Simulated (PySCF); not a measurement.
# Argon: a sound run and one with changed settings

Sound run: Ar [Ar], Ar⁺ [Ne] 3s2 3p5. Computed with PySCF 2.14 in pcseg-2 (5s4p2d1f, 34 functions), with the non-relativistic Hamiltonian (point nucleus). In the sound run the correlated levels freeze [Ne]. The sound run starts from symmetry-adapted Hartree-Fock orbitals and uses a fine grid where one is needed.

Changed run: all electrons correlated in a basis built for the valence shell.

| species | method | sound run (hartree) | changed run (hartree) | converged |
| --- | --- | --- | --- | --- |
| Ar | MP2 | -526.99897 | -527.05147 | yes |
| Ar | CCSD(T) | -527.02277 | -527.07249 | yes |
| Ar⁺ | MP2 | -526.42395 | -526.47612 | yes |
| Ar⁺ | CCSD(T) | -526.45310 | -526.50284 | yes |

Ionisation energy of Ar:

```json
{"method": "UHF", "sound run (eV)": "14.602", "changed run (eV)": "14.602"}
{"method": "MP2", "sound run (eV)": "15.647", "changed run (eV)": "15.656"}
{"method": "SCS-MP2", "sound run (eV)": "15.546", "changed run (eV)": "15.553"}
{"method": "CCSD", "sound run (eV)": "15.472", "changed run (eV)": "15.471"}
{"method": "CCSD(T)", "sound run (eV)": "15.501", "changed run (eV)": "15.501"}
```

A valence basis has no tight correlating functions, so it recovers only part of the core correlation, and not evenly between atom and ion.

For comparison, NIST gives 15.760 eV between the lowest levels.
